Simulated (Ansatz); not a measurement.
# LiH2: from a trial structure to a relaxed crystal

Computed with Ansatz, DFT PBE, scalar-relativistic, plane waves, PAW.

The start is a random cell of LiH2 with space group I4/m (No. 87), drawn with lower limits on the distances.

Input of the last, converged step (default PAW datasets):

```yaml
crystal:
  lattice:
    - [-2.4077216778, 2.4077216778, 3.26062258]
    - [2.4077216778, -2.4077216778, 3.26062258]
    - [2.4077216778, 2.4077216778, -3.26062258]
  atoms:
    - { symbol: Li, position: [0.0, 0.5, 0.5] }
    - { symbol: Li, position: [0.5, 0.0, 0.5] }
    - { symbol: H, position: [0.3621595959, 0.3621595959, 0.7243191918] }
    - { symbol: H, position: [0.3621595959, 0.6378404041, 0.0] }
    - { symbol: H, position: [0.6378404041, 0.3621595959, 0.0] }
    - { symbol: H, position: [0.6378404041, 0.6378404041, 0.2756808082] }
basis:
  ecutwfc: 420
kpoints:
  mp_grid: { grid: [8, 8, 8] }
hamiltonian:
  xc: pbe
scf:
  occupations: { method: gaussian, width: 0.02 }
output:
  forces: true
  stress: true
  eigenvalues: true
  write_density: true
  write_potential: true
  elf: true
  volumetric_format: npy
relax:
  adjacent_minimum: "off"
  f_tol: 0.01
  max_steps: 80
  cell: { stress_tol: 0.05 }
```

Launched as:

```bash
ansatz run input.yaml --threads 1 --pin off --max-ram 2560MiB --backend cpu --events-out ev --progress --plain --runs-dir out
```

The run took 21 s on 1 thread of Intel(R) Xeon(R) Platinum 8375C CPU @ 2.90GHz (Ice Lake) (shared host), peak memory 0.41 GiB.

End of the output:

```
SCF converged after 5 iterations
Free energy (F): -471.094043 eV
Harris-Foulkes:  -471.094043 eV  (|F-HF|=1.81e-10)
Internal energy: -471.094043 eV  (E = F + TS)
E sigma→0 (E₀):  -471.094043 eV
Fermi energy:    -0.859482 eV
--- Per-component energies (eV) ---
  E_band       = -210.813387
  E_kinetic    = 95.524234
  E_local      = -385.173855  (includes V_loc(G=0)·N_el)
  E_nonlocal   = -60.926703
  E_hartree    = 119.786372
  E_xc         = -56.044370
  E_vxc        = -72.301413  (∫ρ·V_xc dr)
  E_paw        = -43.802546  (= ΣΔE_a)
  E_vpaw       = -27.504145  (= ΣTr[D̂ρ^β])
  E_aug_tail   = -0.004223  (compensation charges beyond the density's cutoff)
  E_ewald      = -140.452952
  E_smearing   =  0.000000  (= −TS)
  E_closure    = 0.000000  (closes the sum)
  Σ components = -471.094043   (vs F -471.094043, Δ=0.00e0)
--- Forces (eV/Å), atoms counted from 1 ---
  atom   1  Li     0.00000000     0.00000000     0.00000000
  atom   2  Li     0.00000000     0.00000000     0.00000000
  atom   3  H      0.00278273     0.00278273     0.00000000
  atom   4  H     -0.00278273     0.00278273     0.00000000
  atom   5  H      0.00278273    -0.00278273     0.00000000
  atom   6  H     -0.00278273    -0.00278273     0.00000000
  max |Σ_I F_I| component: 8.67e-19 eV/Å
--- Stress (GPa, compression-positive) ---
        0.004012       0.000000       0.000000
        0.000000       0.004012       0.000000
        0.000000       0.000000       0.020488
  P = ⅓ Tr σ = 0.0095 GPa (0.095 kbar)
--- Relaxed structure (6 steps of the walk, 5 accepted, 1 SCFs on fresh bases) ---
  F+E_penalty+E_count = -471.09404319 eV   max|allowed force component| = 2.783e-3 eV/Å   (the final SCF, on the basis selected at the relaxed cell)
  cell:  # Å, volume = 77.0557 Å³
    - [-2.408341, 2.408341, 3.321304]
    - [2.408341, -2.408341, 3.321304]
    - [2.408341, 2.408341, -3.321304]
  atoms:
    - { symbol: Li, position: [0.000000, 0.5, 0.5] }
    - { symbol: Li, position: [0.5, 0.000000, 0.5] }
    - { symbol: H, position: [0.361578, 0.361578, 0.723157] }
    - { symbol: H, position: [0.361578, 0.638422, 0.0] }
    - { symbol: H, position: [0.638422, 0.361578, 0.0] }
    - { symbol: H, position: [0.638422, 0.638422, 0.276843] }
```

Absolute energies hang on the potentials; compare differences alone.

The result has space group I4/mmm (No. 139). Li is coordinated by 4 H at 1.86 Å; H is coordinated by 2 H at 1.33 Å.

Against the elements it lies at 0.295 eV/atom. Formation energies are uncorrected and refer to the elements' standard structures at the same level (H₂ as a molecule).

A structure relaxed within its symmetry needn't be a true minimum.